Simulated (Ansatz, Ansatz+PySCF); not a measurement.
| atom | x (Å) | y (Å) | z (Å) |
| --- | --- | --- | --- |
| C | 0.0000 | 0.0000 | 0.0000 |
| C | 1.3012 | 0.0000 | 0.0000 |
| C | -0.6506 | 1.1268 | 0.0000 |
| C | -0.6506 | -1.1268 | 0.0000 |
| H | 1.8184 | -0.8614 | 0.0000 |
| H | 1.8184 | 0.8614 | 0.0000 |
| H | -1.6552 | 1.1441 | 0.0000 |
| H | -0.1633 | 2.0055 | 0.0000 |
| H | -1.6552 | -1.1441 | 0.0000 |
| H | -0.1633 | -2.0055 | 0.0000 |

UHF-MP2 on triplet C4H6 was run in several spherical basis sets with Ansatz (development build ahead of 0.2.0). Frozen core: 4 orbitals. Caution for UHF-MP2: the unrestricted determinant is spin contaminated.

Q: Rank the basis sets by the total energy that they give, lowest first, with the distance from the lowest.
A. cc-pVDZ
B. 6-31G(d)
C. def2-SVP

A: A (0.00 eV), B (1.12 eV), C (3.29 eV).

Totals follow the description of the cores as much as that of the bonds, so this order isn't one of quality for chemistry.
